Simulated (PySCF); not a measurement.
# Bonding in nitryl fluoride

Nitryl fluoride, FNO2.
SMILES with atom numbers: `[O:1]=[N+:2]([O-:3])[F:4]`

Geometry (PBE0-D3(BJ)/def2-TZVP, Å), atoms numbered from 1 in this order:
```
atom  x, y, z in Å
O1    -0.476    0.843    0.529
N2    -0.055   -0.213    0.254
O3     0.926   -0.808    0.485
F4    -0.966   -0.966   -0.572
```

Bond orders from the PBE0/pcSseg-2 density (PySCF). Geometry: PBE0-D3(BJ)/def2-TZVP; no solvent, vibrations or thermal averaging.

Q: Where do the orders between heavy atoms depart from those drawn in the SMILES?

A: The largest departure is 0.796, at N2–O3 (drawn single, 1.796). Drawn single, order above 1.12: N2–O3 (1.796). Drawn single, order below 0.88: N2–F4 (0.820). The SMILES, with its formal charges, is one Lewis structure only.

Q: Set the Mayer orders of the bonds beside their lengths.

A: 
```
 bond  drawn as  length (Å)  Mayer order
O1–N2    double       1.170        1.796
N2–O3    single       1.170        1.796
N2–F4    single       1.442        0.820
```

Q: Sum the orders of all bonds at each heavy atom with more than one neighbour and set the sums beside the valence in the SMILES.

A: N2 4.412 (drawn 4). Orders between atoms that aren't bonded are not in these sums.

The Mayer order sums products of elements of PS (density times overlap matrix) between the two atoms' basis functions, so it depends on the basis set.
